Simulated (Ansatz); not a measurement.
System: bcc Li. Method: r²SCAN0 (Ansatz, a quantum-chemistry and plane-wave program, plane waves, PAW).

Numerical settings: plane-wave cutoff 520 eV, 14×14×14 k mesh, Fermi–Dirac smearing 0.05 eV, scalar-relativistic PAW data made under PBE.

Energies at three volumes about the minimum:

```csv
V (Å³/atom),E − E_lowest (meV/atom)
20.660,0.77
21.189,0.00
21.719,0.30
```

### Question
Fit a parabola by hand: where is the minimum, what lattice constant follows, and what is the bulk modulus?

### Answer
Slopes: (0.00 − 0.77)/(21.189 − 20.660) = -1.456 and (0.30 − 0.00)/(21.719 − 21.189) = 0.566 meV/Å³. Curvature E″ = 2 × (0.566 − (-1.456))/(21.719 − 20.660) = 3.819 meV/Å⁶. From the middle of the first interval, the slope vanishes at V0 = 20.9245 − (-1.456)/3.819 = 21.306 Å³/atom. B = V0 E″ = 21.306 × 3.819 meV/Å³ × 0.1602 GPa per meV/Å³ = 13.0 GPa. With 2 atoms in the cube, a = (2 × 21.306)^(1/3) = 3.493 Å. The full Birch–Murnaghan fit to all volumes gives V0 = 21.297 Å³/atom and B0 = 12.7 GPa.

Measured, for comparison: bulk modulus 13.8 GPa (corrected for temperature and zero-point phonon effects, our sources range from 13.1 to 13.9; as tabulated in Levämäki et al. (2014), arXiv:1402.3671); lattice constant a 3.449 Å (low-temperature or extrapolated to 0 K; zero-point anharmonic expansion removed, our sources range from 3.443 to 3.453; as tabulated in Csonka et al. (2009), arXiv:0903.4037). Computed (rounded) less measured: bulk modulus -8 % (-3 % to -9 % over the range).
